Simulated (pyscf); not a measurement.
PySCF, gas phase, ωB97X-D3(BJ)/def2-SVP geometries.

Problem. For H₂N–Ga(Cl)–Cl + H• -> [H₂N–Ga–Cl]• + HCl, an atom transfer (doublet surface; Cl–Ga broken, Cl–H formed), PBE/def2-TZVP gives ΔE‡ = 5.2 kcal/mol and ΔE = -4.0 kcal/mol (zero: the separated reactants). In which direction and how far do B3LYP-D3(BJ)/def2-TZVP, M06-2X/def2-TZVP, ωB97M-D3(BJ)/def2-TZVP move these?

Solution. B3LYP-D3(BJ): ΔE‡ = 7.9 kcal/mol, ΔE = -5.0 kcal/mol; M06-2X: ΔE‡ = 15.9 kcal/mol, ΔE = -0.4 kcal/mol; ωB97M-D3(BJ): ΔE‡ = 15.4 kcal/mol, ΔE = -2.8 kcal/mol. PBE's barrier lies under all of them, by 2.7 to 10.7 kcal/mol. Its reaction energy lies among theirs. Low barriers are usual for a GGA, whose delocalisation error favours stretched bonds. One saddle was located; it need not be the lowest between these sides. The angle at the transferred Cl is 174°. Elements up to Kr have no core potential and no relativistic terms here.
